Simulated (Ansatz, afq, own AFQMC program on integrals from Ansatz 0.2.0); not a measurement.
## BGeH4, doublet in 6-31G along one coordinate

```xyz
6

Ge    0.0000    0.0000    0.2823
B     0.0000    0.0000   -1.6912
H     0.0000    1.2553    1.1670
H     0.0000   -1.2553    1.1670
H     0.0000    1.0424   -2.2706
H     0.0000   -1.0424   -2.2706
```

The Ge1–B2 distance is changed with both sides rigid. Energies in kcal/mol count from this geometry (1.974 Å) at the same level; the start stands on UHF, each point on the determinant named.

Basis 6-31G. Noble-gas cores (and the filled d shells of Ga–Kr and In–Xe) are frozen. Ansatz 0.2.0 and our own AFQMC program on the same integrals; the CISD trial comes from CCSD amplitudes, and released means the phaseless constraint is let go. ± is one standard error of the sampling. No spin–orbit coupling.

Cautions, each for one point or more: higher spins were not checked; inner d shell frozen; no relativity below Rb; no spin-orbit coupling; strong correlation; the ph-AFQMC/CISD walk drifts between its halves; unrestricted determinant spin contaminated; walk and cluster series may follow different spin states.

| r(Ge1–B2) / Å | det. | T1 | weight | ⟨S²⟩ | CCSD(T) | ph-AFQMC/CISD | released AFQMC | PBE | r2SCAN |
| --- | --- | --- | --- | --- | --- | --- | --- | --- | --- |
| 1.569 | UHF | 0.009 | 0.92 | 0.76 | 65.5 | 65.6 ± 0.2 | – | 56.5 | 55.8 |
| 2.358 | UHF | 0.026 | 0.89 | 0.77 | 12.3 | 11.9 ± 0.3 | 12.2 ± 0.3 | 15.1 | 16.4 |
| 3.211 | UHF¶ | 0.064 | 0.77 | 1.44 | 63.2 | 62.0 ± 0.5 | 62.1 ± 0.7* | 70.1 | 73.3§ |
| 4.306 | UHF¶ | 0.089 | 0.76 | 1.20 | 75.1 | 75.2 ± 0.3 | 75.4 ± 0.3* | 88.0§ | 87.2§ |

Weight is that of the determinant in the CISD state; at the start T1 is 0.018 and the weight 0.91, and ⟨S²⟩ is 0.76. ¶ marks points with a poor determinant and no full CI, where no value is sure; they don't count among the departures. An asterisk marks released energies that aren't shown to be converged. Symmetry can't show for every point that it stays on the start's state. A dash marks a missing value, a released energy that hasn't settled or a functional that sits on another state. § marks a functional whose ⟨S²⟩ is too high by over 0.1. Largest departures from phaseless AFQMC with a CISD trial: CCSD(T) 0.4 kcal/mol at 2.358 (on UHF) (within the noise), PBE -9.1 kcal/mol at 1.569, r2SCAN -9.8 kcal/mol at 1.569. The walk's constraint bias lies outside its error bars, so these are departures and not errors. Functionals count only at points shown to share the start's state and spin. In this small basis the wave-function levels are far from their limit, so their gap to the functionals isn't the functionals' error.

Some points may be missing: those where a free walk finds a much lower state, and past Zn most of those on another determinant than at the start.

A walk keeps the symmetry of its determinant, which the program's search chose and which needn't be the lowest solution, so a lower state of the same spin and another symmetry isn't excluded.
